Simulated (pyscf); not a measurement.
SiH₂ (SMILES [SiH2]) [singlet] + HF (SMILES F) -> F–SiH: (SMILES F[SiH]) [singlet] + H₂ (SMILES [H][H]) (four-centre exchange; singlet surface; H–Si, F–H broken, F–Si, H–H formed). Structures and frequencies: ωB97X-D3(BJ)/def2-SVP in PySCF. Energies in eV from the separated reactants.

```tsv
level	barrier	reaction energy
ωB97X-D3(BJ)/def2-TZVP	-0.04	-1.53
r²SCAN/def2-TZVP	-0.27	-1.59
B3LYP-D3(BJ)/def2-TZVP	-0.06	-1.57
PBE0-D3(BJ)/def2-TZVP	-0.15	-1.44
M06-2X/def2-TZVP	0.00	-1.57
HF/def2-TZVP	0.76	-1.39
```

On the reactant side the descent ends in a bound adduct, 0.37 eV under the separated species and 0.33 eV under the saddle at ωB97X-D3(BJ)/def2-TZVP. At ωB97X-D3(BJ)/def2-TZVP, r²SCAN, B3LYP-D3(BJ), PBE0-D3(BJ) the saddle lies under the separated reactants, which points to a path from their complex (located at ωB97X-D3(BJ) alone). This is the saddle that the search found; another between the same sides may lie lower.
